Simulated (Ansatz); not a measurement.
Reaction (SMILES): [O+]#[Si-] (O-Si) → O atom + Si atom
B3LYP-D3(BJ)/def2-TZVP geometries, fixed; electronic energies without zero-point terms.

Core correlation in the atomisation energy at CCSD(T) with Ansatz (a program for electronic structure), in kcal/mol: frozen core against 1s of Al to Cl frozen alone. Open shells are unrestricted. Costs are rough ratios of core time on shared machines of one kind.

| basis | functions, most | frozen core | 1s of Al to Cl frozen alone | core term (second minus first) | cost over frozen core |
|---|---|---|---|---|---|
| cc-pV(D+d)Z | 37 | 166.21 | 167.02 | 0.81 | - |
| cc-pCVDZ | 45 | 161.14 | 161.52 | 0.38 | - |
| cc-pV(T+d)Z | 69 | 182.94 | 185.08 | 2.14 | - |
| cc-pCVTZ | 102 | 182.72 | 183.29 | 0.58 | - |
| cc-pwCVTZ | 102 | 184.13 | 184.90 | 0.78 | - |
| cc-pV(Q+d)Z | 119 | 188.01 | 190.07 | 2.06 | - |
| cc-pCVQZ | 193 | 188.25 | 189.11 | 0.87 | 2× |
| cc-pwCVQZ | 193 | 188.54 | 189.55 | 1.01 | 1× |

The largest core-valence set, cc-pwCVQZ, gives a core term of 1.01 kcal/mol; the valence set cc-pV(Q+d)Z, which lacks functions for the core, gives 2.06.
